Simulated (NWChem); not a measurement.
# CH8Si2 (SMILES [SiH3]C[SiH3]): PBE0/def2-SVP

What is the vertical singlet–triplet gap of CH8Si2 at PBE0/def2-SVP? Input form: an ASE script.

The calculation is run with NWChem 7.3.0.

4 further runs of the same task are left out: 4 that didn't finish.

## (1) The system as given

CH8Si2 has 11 atoms, charge 0, and is taken as a singlet. As SMILES, `[SiH3]C[SiH3]`. The coordinates come from a PBE0-D4/def2-TZVP relaxation.

Bond lengths: Si1–C2 1.872 Å, C2–Si3 1.872 Å, Si1–H4 1.488 Å, Si1–H5 1.487 Å, Si1–H6 1.487 Å, C2–H7 1.095 Å, C2–H8 1.095 Å, Si3–H9 1.487 Å, Si3–H10 1.487 Å, Si3–H11 1.488 Å. Some angles: Si1–C2–Si3 114.4°, Si1–C2–H7 108.8°, Si1–C2–H8 108.8°, Si3–C2–H7 108.8°, Si3–C2–H8 108.8°, C2–Si1–H4 111.1°, C2–Si1–H5 110.2°, C2–Si1–H6 110.2°, C2–Si3–H9 110.2°, C2–Si3–H10 110.2°.

## (2) Energy and forces at PBE0/def2-SVP

Input file run.py:

```python
from ase import Atoms
from ase.calculators.nwchem import NWChem

mol = Atoms(['Si', 'C', 'Si', 'H', 'H', 'H', 'H', 'H', 'H', 'H', 'H'], positions=[
    [-1.158980, 1.034720, -0.344660],
    [-0.286340, -0.621440, -0.365590],
    [1.335180, -0.652340, 0.569590],
    [-2.435800, 0.976800, -1.106490],
    [-0.293510, 2.078920, -0.955560],
    [-1.463790, 1.436810, 1.054620],
    [-0.954100, -1.377620, 0.060730],
    [-0.099440, -0.908830, -1.405770],
    [1.110650, -0.304370, 1.998260],
    [2.282060, 0.336720, -0.011600],
    [1.964060, -1.999380, 0.506460],
])

calc = NWChem(
    label='ch8si2',
    theory='dft',
    memory='2200 mb',
    basis='def2-SVP',
    basispar='spherical bse',
    dft={'xc': 'pbe0', 'mult': '1', 'grid': 'fine', 'convergence': 'energy 1e-08', 'iterations': '100', 'mulliken': None},
)
mol.calc = calc

forces = mol.get_forces()
e = mol.get_potential_energy()
print(f"E = {e:.6f} eV")
print("forces (eV/A):")
for s, f in zip(mol.symbols, forces):
    print(f"{s:2s} {f[0]:10.5f} {f[1]:10.5f} {f[2]:10.5f}")
print("dipole (e A):", mol.get_dipole_moment().round(4))
```

The run is started by

```sh
export ASE_NWCHEM_COMMAND="nwchem PREFIX.nwi > PREFIX.nwo"
python run.py
```

The log of the run:

```text
E = -16908.634866 eV
forces (eV/A):
Si   -0.05656    0.03373   -0.02232
C     0.05626    0.12136    0.07096
Si    0.05322   -0.04047    0.01800
H    -0.12974   -0.00149   -0.07605
H     0.08258    0.11488   -0.06099
H    -0.03533    0.05034    0.14141
H    -0.17417   -0.19983    0.10644
H     0.04541   -0.07919   -0.26997
H    -0.01327    0.03538    0.14933
H     0.10449    0.09996   -0.05291
H     0.06705   -0.13467   -0.00396
dipole (e A): [-0.0658 -0.1429 -0.0841]
```

The calculator wrote ch8si2.nwi:

```
title "ch8si2"

permanent_dir ch8si2

scratch_dir ch8si2

start ch8si2

geometry units angstrom nocenter noautosym noautoz
  Si -1.1589799999999999e+00 1.0347200000000001e+00 -3.4466000000000002e-01
  C  -2.8633999999999998e-01 -6.2143999999999999e-01 -3.6559000000000003e-01
  Si 1.3351800000000000e+00 -6.5234000000000003e-01 5.6959000000000004e-01
  H  -2.4358000000000000e+00 9.7680000000000000e-01 -1.1064900000000000e+00
  H  -2.9350999999999999e-01 2.0789200000000001e+00 -9.5555999999999996e-01
  H  -1.4637899999999999e+00 1.4368099999999999e+00 1.0546199999999999e+00
  H  -9.5409999999999995e-01 -1.3776200000000001e+00 6.0729999999999999e-02
  H  -9.9440000000000001e-02 -9.0883000000000003e-01 -1.4057700000000000e+00
  H  1.1106499999999999e+00 -3.0436999999999997e-01 1.9982599999999999e+00
  H  2.2820600000000000e+00 3.3672000000000002e-01 -1.1599999999999999e-02
  H  1.9640599999999999e+00 -1.9993799999999999e+00 5.0646000000000002e-01
end

memory 2200 mb

basis spherical bse noprint
   * library def2-SVP
end

dft
  xc pbe0
  mult 1
  grid fine
  convergence energy 1e-08
  iterations 100
  mulliken
end

task dft gradient
```

ch8si2.nwo (excerpt; [...] marks lines left out):

```text
[...]
          Wavefunction type:  closed shell.
          No. of atoms     :    11
          No. of electrons :    42
[...]
          Charge           :     0
          Spin multiplicity:     1
[...]
          AO basis - number of functions:    90
[...]
              XC Information
              --------------
                         PBE0 Method XC Functional
                     Hartree-Fock (Exact) Exchange  0.250
          PerdewBurkeErnzerhof Exchange Functional  0.750
            Perdew 1991 LDA Correlation Functional  1.000 local
           PerdewBurkeErnz. Correlation Functional  1.000 non-local
[...]
 d= 0,ls=0.0,diis     1   -621.3565296495 -7.73D+02  5.05D-03  1.80D-01     2.5
[...]
 d= 0,ls=0.0,diis     8   -621.3808753179 -5.25D-10  1.51D-07  1.22D-10    15.8
         Total DFT energy =     -621.380875317858
      One electron energy =    -1159.597316992176
           Coulomb energy =      436.603837800584
    Exchange-Corr. energy =      -49.917357763477
 Nuclear repulsion energy =      151.529961637210
[...]
  wavefunction    = closed shell
                         DFT ENERGY GRADIENTS
    atom               coordinates                        gradient
                 x          y          z           x          y          z
   1 Si     -2.190155   1.955337  -0.651313    0.001100  -0.000656   0.000434
   2 C      -0.541104  -1.174351  -0.690865   -0.001094  -0.002360  -0.001380
   3 Si      2.523124  -1.232744   1.076369   -0.001035   0.000787  -0.000350
   4 H      -4.602995   1.845884  -2.090963    0.002523   0.000029   0.001479
   5 H      -0.554653   3.928589  -1.805747   -0.001606  -0.002234   0.001186
   6 H      -2.766162   2.715177   1.992943    0.000687  -0.000979  -0.002750
   7 H      -1.802988  -2.603324   0.114763    0.003387   0.003886  -0.002070
   8 H      -0.187914  -1.717440  -2.656520   -0.000883   0.001540   0.005250
   9 H       2.098824  -0.575176   3.776164    0.000258  -0.000688  -0.002904
  10 H       4.312468   0.636309  -0.021921   -0.002032  -0.001944   0.001029
  11 H       3.711535  -3.778280   0.957071   -0.001304   0.002619   0.000077
[...]
```

Run time: 21 s. Hardware: 1 thread of Intel Xeon 6975P-C (Granite Rapids), shared host; peak memory 0.12 GiB.

## (3) The triplet: a single-point energy at UPBE0/def2-SVP

Input file run.py:

```python
from ase import Atoms
from ase.calculators.nwchem import NWChem

atoms = Atoms('SiCSiHHHHHHHH', positions=[
    [-1.158980, 1.034720, -0.344660],
    [-0.286340, -0.621440, -0.365590],
    [1.335180, -0.652340, 0.569590],
    [-2.435800, 0.976800, -1.106490],
    [-0.293510, 2.078920, -0.955560],
    [-1.463790, 1.436810, 1.054620],
    [-0.954100, -1.377620, 0.060730],
    [-0.099440, -0.908830, -1.405770],
    [1.110650, -0.304370, 1.998260],
    [2.282060, 0.336720, -0.011600],
    [1.964060, -1.999380, 0.506460],
])

calc = NWChem(
    label='geom',
    theory='dft',
    memory='2200 mb',
    basis='def2-SVP',
    basispar='spherical bse',
    dft={'xc': 'pbe0', 'mult': '3', 'grid': 'fine', 'convergence': 'energy 1e-08', 'iterations': '100', 'mulliken': None},
    task='energy',
)
atoms.calc = calc

print(f"energy = {atoms.get_potential_energy():.6f} eV")
```

The run is started by

```sh
export ASE_NWCHEM_COMMAND="nwchem PREFIX.nwi > PREFIX.nwo"
python run.py
```

The log of the run:

```text
energy = -16900.836493 eV
```

The calculator wrote geom.nwi:

```
title "geom"

permanent_dir geom

scratch_dir geom

start geom

geometry units angstrom nocenter noautosym noautoz
  Si -1.1589799999999999e+00 1.0347200000000001e+00 -3.4466000000000002e-01
  C  -2.8633999999999998e-01 -6.2143999999999999e-01 -3.6559000000000003e-01
  Si 1.3351800000000000e+00 -6.5234000000000003e-01 5.6959000000000004e-01
  H  -2.4358000000000000e+00 9.7680000000000000e-01 -1.1064900000000000e+00
  H  -2.9350999999999999e-01 2.0789200000000001e+00 -9.5555999999999996e-01
  H  -1.4637899999999999e+00 1.4368099999999999e+00 1.0546199999999999e+00
  H  -9.5409999999999995e-01 -1.3776200000000001e+00 6.0729999999999999e-02
  H  -9.9440000000000001e-02 -9.0883000000000003e-01 -1.4057700000000000e+00
  H  1.1106499999999999e+00 -3.0436999999999997e-01 1.9982599999999999e+00
  H  2.2820600000000000e+00 3.3672000000000002e-01 -1.1599999999999999e-02
  H  1.9640599999999999e+00 -1.9993799999999999e+00 5.0646000000000002e-01
end

memory 2200 mb

basis spherical bse noprint
   * library def2-SVP
end

dft
  xc pbe0
  mult 3
  grid fine
  convergence energy 1e-08
  iterations 100
  mulliken
end

task dft energy
```

geom.nwo (excerpt; [...] marks lines left out):

```text
[...]
          Wavefunction type:  spin polarized.
          No. of atoms     :    11
          No. of electrons :    42
[...]
          Charge           :     0
          Spin multiplicity:     3
[...]
          AO basis - number of functions:    90
[...]
              XC Information
              --------------
                         PBE0 Method XC Functional
                     Hartree-Fock (Exact) Exchange  0.250
          PerdewBurkeErnzerhof Exchange Functional  0.750
            Perdew 1991 LDA Correlation Functional  1.000 local
           PerdewBurkeErnz. Correlation Functional  1.000 non-local
[...]
 d= 0,ls=0.0,diis     1   -621.0564904100 -7.73D+02  1.36D-02  5.51D-02     3.1
[...]
 d= 0,ls=0.0,diis    16   -621.0942903829 -3.44D-10  4.56D-06  5.67D-12    48.3
[...]
         Total DFT energy =     -621.094290382939
      One electron energy =    -1158.130426915947
           Coulomb energy =      435.309231930175
    Exchange-Corr. energy =      -49.803057034377
 Nuclear repulsion energy =      151.529961637210
[...]
      Total Density - Mulliken Population Analysis
     ---------------------------------------------
    Atom       Charge   Shell Charges
 -----------   ------   -------------------------------------------------------
    1 Si  14    14.01   2.00  1.98  1.04  0.27  5.93  1.28  1.31  0.21
    2 C    6     6.03   1.99  0.99 -0.02  2.00  1.06  0.01
    3 Si  14    14.01   2.00  1.98  1.04  0.27  5.93  1.28  1.31  0.21
    4 H    1     0.97   0.69  0.27  0.01
    5 H    1     1.02   0.72  0.29  0.01
    6 H    1     1.02   0.72  0.29  0.01
    7 H    1     0.97   0.71  0.23  0.03
    8 H    1     0.97   0.71  0.23  0.03
    9 H    1     1.02   0.72  0.29  0.01
   10 H    1     1.02   0.72  0.29  0.01
[...]
      <S2> =      2.0079 (Exact =     2.0000)
[...]
```

Run time: 50 s. Hardware: 1 thread of Intel Xeon 6975P-C (Granite Rapids), shared host; peak memory 0.11 GiB.

## (4) Summary of results

Level: PBE0/def2-SVP.

```
                                        quantity          value
                           singlet: total energy  -621.38088 Eh
                          singlet: dipole moment         0.86 D
                            singlet: HOMO energy       -8.81 eV
                            singlet: LUMO energy        0.72 eV
                          singlet: HOMO–LUMO gap        9.53 eV
               singlet: largest force on an atom     0.286 eV/Å
                           triplet: total energy  -621.09429 Eh
                          triplet: dipole moment         1.67 D
     triplet: HOMO energy (highest over α and β)       -1.42 eV
                                   triplet: ⟨S²⟩          2.008
vertical energy of the triplet above the singlet       7.798 eV
```

What this shows: At this shape the triplet lies 7.80 eV (180 kcal/mol) above the singlet. The largest force (singlet) is 0.29 eV/Å: the shape isn't a stationary point for this species at this level.
